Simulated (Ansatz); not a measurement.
# BH: comparison of methods with full CI

One table from this session's results is given with a row withheld; the runs are named, their logs left out.

Computed with the Python package of Ansatz 0.2.0. The levels of theory stand in the script.

### Starting point

Bond lengths: B1–H2 1.135 Å.

The script holds or builds the structure itself.

Set-up of the first run:

Contents of fci.py:

```python
'''How close coupled cluster comes to full CI on BH.'''

from dataclasses import dataclass

import ansatz as az


@dataclass
class RunConfig:
    basis: str = 'cc-pVDZ'


opts = RunConfig()


def main() -> None:
    geometry = (
        az.Crystal.molecule()
        .atom('B', (0.0, 0.0, 0.0))
        .atom('H', (0.0, 0.0, 1.135))
    )

    base = geometry.calculation().basis(gaussian=opts.basis)
    exact = base.correlation('fci').run().report
    print(f'full CI {exact["free_energy_ev"] / 27.211386246:.7f} Ha over {exact["configurations"]["states"][0]["n_determinants"]} determinants')
    print('natural occupations', [round(n, 4) for n in exact['configurations']['natural_occupations']])
    print(f'hf       misses {1000 * (exact["reference_energy_ev"] - exact["free_energy_ev"]) / 27.211386246:9.3f} mHa')
    for method in ['mp2', 'ccsd', 'ccsd_t', 'bccd_t']:
        e = base.correlation(method).run().report['free_energy_ev']
        print(f'{method:8s} misses {1000 * (e - exact["free_energy_ev"]) / 27.211386246:9.3f} mHa')


if __name__ == '__main__':
    main()
```

Run with:

```bash
> python fci.py
```

One table of the session follows, with a row left open; its other results are not shown here.

It belongs to the step «Run by run». Correlation energies (total less mean field):

| method | correlation (eV) |
| --- | --- |
| mp2 | ? |
| ccsd | -2.360 |
| ccsd_t | -2.395 |
| bccd_t | -2.395 |

**Question.** Estimate the row for mp2.

As computed: correlation (eV): -1.626. In the column «correlation (eV)» it is the highest.

Caveats from the session: Full CI is exact only within this small basis and its frozen core, at an unrelaxed geometry.
